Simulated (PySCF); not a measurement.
## Working out the ionisation energy of C

C [He] 2s2 2p2 (3P) → C⁺ [He] 2s2 2p1 (2P). Computed with PySCF 2.14 in dyall-av3z (15s9p3d2f, 71 functions), with the spin-free X2C one-electron Hamiltonian (Gaussian nucleus). Frozen: 1s2; the 14 highest virtual orbitals dropped. Energies in hartree (1 hartree = 27.21139 eV):

| part | C (lower) | C⁺ (upper) |
| --- | --- | --- |
| UHF | -37.708634 | -37.311850 |
| CCSD correlation | -0.089417 | -0.076388 |
| (T) | -0.002237 | -0.001187 |

What does Hartree-Fock give?

(-37.311850) − (-37.708634) = 0.396784 hartree = 10.797 eV.

What do CCSD and CCSD(T) give?

The CCSD correlation energies differ by 0.013029 hartree = 0.355 eV and the triples by 0.001050 hartree = 0.029 eV, so CCSD gives 11.152 eV and CCSD(T) 11.181 eV.

Measured between the centres of the two terms (NIST): 11.262 eV, so CCSD(T) (valence) is off by -0.081 eV.

What remains against the reference includes basis incompleteness, the frozen core and higher excitations.
